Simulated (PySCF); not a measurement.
# C3H4F2: the cost of one run

The runs use PySCF 2.14.0, with density-fitted response routines of our own; the level of theory stands in each step. All values are computed, except where a source is named. Atoms count from 0, in the outputs and in this text.

## 1. Starting geometry

9 atoms, charge 0, multiplicity 1; geometry from: GFN2-xTB. The atoms were then displaced at random by about 0.01 Å, so the start is not that level's minimum.

Bonds of the start (Å): F0–C1 1.37, C1–C2 1.33, C2–C3 1.44, C3–F4 1.37, C1–H5 1.09, C2–H6 1.09, C3–H7 1.11, C3–H8 1.13.

## 2. Geometry optimisation at PBE0-D3(BJ)/def2-SVP

What the job is given:

```
{"job": {"xc": "PBE0", "basis": "def2-SVP", "d3": "d3bj", "grid": 1, "shake": 0.01, "kind": "geom"}, "charge": 0, "multiplicity": 1}
F      2.573700     0.107520    -0.146530
C      1.250650     0.450170    -0.053630
C      0.294490    -0.471360    -0.060160
C     -1.108490    -0.159140     0.053370
F     -1.376980     1.178450     0.149120
H      1.094860     1.525000     0.022930
H      0.573120    -1.518220    -0.131680
H     -1.666700    -0.506070    -0.836900
H     -1.576850    -0.623510     0.969750
```

The run is started by

```bash
$ OMP_NUM_THREADS=1 python probes_run.py task.json out
```

One launch serves the whole session: the jobs run in the order shown.

**Question.** How long does this first job take on 1 thread of Arm Neoverse V2, shared host, and how much memory does it need?

About 17 s, with a peak of 0.38 GiB.
